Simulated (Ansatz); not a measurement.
Harmonic vibrations of O2+ (`O=[O+]`) radical by finite differences.

```yaml
crystal:
  periodic: [false, false, false]
  atoms:
    - {symbol: O, position_ang: [0.469163, -0.151771, 0.241651]}
    - {symbol: O, position_ang: [-0.469163, 0.151771, -0.241651]}
basis:
  gaussian: {orbitals: def2-TZVP}
total_charge: 1
magnetization: {spin_polarized: true, initial_magnetization: 1}
hamiltonian: {xc: pbe0, dispersion: d4}
phonons: {temperatures: {t_min: 298.15, t_max: 900, t_step: 200}}
```

```sh
$ ansatz run in.yaml --threads 2 --pin off --events-out ev --progress --plain --max-ram 32768MiB --backend cpu
```

Shortened log:

```
Functional definition: PBE0
mean field -4075.74310007 eV, -149.7807962898 hartree, gradient 9.7e-6 eV, S^2 0.752849; 0 other end points of the search recorded, 0 dependent functions left out
mean field -4075.74310008 eV, -149.7807962899 hartree, gradient 1.9e-6 eV, S^2 0.752849; 0 other end points of the search recorded, 0 dependent functions left out
mean field -4075.74310008 eV, -149.7807962899 hartree, gradient 1.9e-6 eV, S^2 0.752849; 0 other end points of the search recorded, 0 dependent functions left out
mean field -4075.74310008 eV, -149.7807962899 hartree, gradient 1.6e-6 eV, S^2 0.752849; 0 other end points of the search recorded, 0 dependent functions left out
mean field -4075.74310008 eV, -149.7807962899 hartree, gradient 1.6e-6 eV, S^2 0.752849; 0 other end points of the search recorded, 0 dependent functions left out
mean field -4075.74268998 eV, -149.7807812191 hartree, gradient 2.1e-6 eV, S^2 0.752861; 0 other end points of the search recorded, 0 dependent functions left out
mean field -4075.74267617 eV, -149.7807807116 hartree, gradient 7.3e-7 eV, S^2 0.752837; 0 other end points of the search recorded, 0 dependent functions left out
Total energy: -4075.74709051 eV, -149.7809429355 hartree
Atom 0 at     0.469163    -0.151771     0.241651 Å, force     0.001415    -0.000458     0.000729 eV/Å
Atom 1 at    -0.469163     0.151771    -0.241651 Å, force    -0.001415     0.000458    -0.000729 eV/Å
Dipole moment:     0.000000     0.000000     0.000000 e Å
Vibrations: 2129.97 cm⁻¹, zero-point energy 0.132042 eV
```

Run time 2 s (2 threads of an AMD EPYC 7R13 on a shared host); peak host memory 0.13 GiB.
